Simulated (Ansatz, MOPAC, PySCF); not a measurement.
Molecule: C₄H₅, charge 0, multiplicity 2. SMILES: C1C=[C]C1
Geometry: optimised at B3LYP-D3(BJ)/def2-TZVP (Ansatz, a quantum-chemistry and plane-wave program).

Unscaled harmonic wavenumbers (cm⁻¹) in rising order, each level at the stationary point that it reaches from this structure (no distance between atoms moves by over 0.3 Å); the order of modes can differ between levels, and a negative number is imaginary. B3LYP-D3(BJ)/def2-TZVP (PySCF, at the structure above): 329, 711, 827, 837, 870, 890, 1004, 1031, 1065, 1126, 1159, 1196, 1230, 1463, 1481, 1611, 3032, 3070, 3089, 3118, 3234.

PM3 (MOPAC): 369, 741, 837, 845, 886, 954, 959, 981, 1067, 1114, 1169, 1205, 1302, 1382, 1420, 1585, 3050, 3063, 3105, 3108, 3228. Zero-point energy 46.3 against 46.3 kcal/mol; where all levels lie over 400 cm⁻¹, the wavenumbers are on average 1.001 times those of B3LYP-D3(BJ)/def2-TZVP.

HF/3-21G (Ansatz): 336, 757, 854, 890, 902, 940, 1037, 1095, 1189, 1247, 1289, 1293, 1375, 1458, 1614, 1638, 3244, 3262, 3301, 3321, 3434. Zero-point energy 49.3 against 46.3 kcal/mol; where all levels lie over 400 cm⁻¹, the wavenumbers are on average 1.066 times those of B3LYP-D3(BJ)/def2-TZVP.

HF/6-31G* (Ansatz): 346, 748, 894, 918, 939, 975, 1122, 1123, 1177, 1278, 1289, 1319, 1391, 1531, 1619, 1648, 3220, 3243, 3266, 3291, 3419. Zero-point energy 49.7 against 46.3 kcal/mol; where all levels lie over 400 cm⁻¹, the wavenumbers are on average 1.082 times those of B3LYP-D3(BJ)/def2-TZVP.

B3LYP/6-31G* (Ansatz): 325, 715, 825, 851, 876, 907, 1016, 1042, 1076, 1143, 1169, 1208, 1246, 1493, 1512, 1629, 3040, 3080, 3097, 3130, 3253. Zero-point energy 46.6 against 46.3 kcal/mol; where all levels lie over 400 cm⁻¹, the wavenumbers are on average 1.010 times those of B3LYP-D3(BJ)/def2-TZVP.
